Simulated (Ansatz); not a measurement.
Ansatz (a program for electronic structure) input (B3LYP/pcseg-2):

Ansatz 0.2 input:
```yaml
crystal:
  periodic: [false, false, false]
  atoms:
    - {symbol: C, position_ang: [-0.00973717, 0.14109779, -1.26067338]}
    - {symbol: Si, position_ang: [0.00458397, -0.06712142, 0.56953855]}
    - {symbol: H, position_ang: [-0.92502358, 0.27576638, -1.82585964]}
    - {symbol: H, position_ang: [0.89715728, 0.17658197, -1.85330504]}
    - {symbol: H, position_ang: [-0.01250272, 1.24978383, 1.26161923]}
    - {symbol: H, position_ang: [-1.19315147, -0.82096845, 1.01280927]}
    - {symbol: H, position_ang: [1.22776798, -0.78805063, 0.99523664]}
basis:
  gaussian:
    orbitals: pcseg-2
hamiltonian:
  xc: {name: B3LYP}
magnetization: {spin_polarized: true, initial_magnetization: 1}
```

Output:

```
Functional definition: B3LYP
integrals: 0.03 GiB planned
703 factors; their error is unknown
mean field: 0.50 GiB planned
mean field evaluation 1: about -8991.6726 eV, gradient 2.9e1 eV
mean field evaluation 2: about -8989.3215 eV, gradient 3.4e1 eV
mean field evaluation 4: about -8996.0038 eV, gradient 6.8e-1 eV
mean field evaluation 8: about -8996.0159 eV, gradient 1.9e-1 eV
mean field -8996.01605501 eV, -330.5974923028 hartree, gradient 6.3e-5 eV, S^2 0.753717; 0 other end points of the search recorded, 0 dependent functions left out
reference -8996.01633312 eV, -330.5975025232 hartree; 13, 12 occupied and 121, 122 virtual orbitals, 703 factors
Total energy: -8996.01633312 eV, -330.5975025232 hartree
```
